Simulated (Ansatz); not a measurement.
Ansatz (a first-principles code) input (RI-MP2/aug-cc-pV(Q+d)Z):
A basis named .json is the Basis Set Exchange file of that set.

Ansatz 0.2 input:
```yaml
crystal:
  periodic: [false, false, false]
  atoms:
    - {symbol: C, position_ang: [0.00819413, 0.01326082, -1.13371283]}
    - {symbol: Cl, position_ang: [-0.00477402, -0.00772595, 0.66051769]}
    - {symbol: H, position_ang: [0.01747178, 1.04777215, -1.46340501]}
    - {symbol: H, position_ang: [0.89974992, -0.50396843, -1.47517859]}
    - {symbol: H, position_ang: [-0.88522815, -0.49202752, -1.48794019]}
basis:
  gaussian:
    orbitals: aug-cc-pV_Q+d_Z.json
    fitting: {mean_field: def2-universal-jkfit, correlation: aug-cc-pVQZ-RIFIT.json}
magnetization: {spin_polarized: false}
correlation: {method: mp2, electrons: outside_noble_gas}
```

End of the output:

```
integrals: 0.28 GiB planned
257 factors; integrals over basis functions are off by at most 3.9e0 eV
mean field: 0.68 GiB planned
mean field evaluation 1: about -13581.9805 eV, gradient 1.6e1 eV
mean field evaluation 2: about -13582.6339 eV, gradient 4.6e0 eV
mean field evaluation 4: about -13582.7071 eV, gradient 4.5e-1 eV
mean field evaluation 8: about -13582.7080 eV, gradient 2.5e-6 eV
mean field -13582.70796393 eV, -499.1553109841 hartree, gradient 2.5e-6 eV, S^2 0.000000; 0 other end points of the search recorded, 0 dependent functions left out
6 core orbitals not correlated
602 factors; their error is unknown
reference -13582.70796393 eV, -499.1553109841 hartree; 7, 7 occupied and 294, 294 virtual orbitals, 602 factors
second order -11.08780740 eV of doubles, -0.00000000 eV of singles
Total energy: -13593.79577133 eV, -499.5627803906 hartree
```
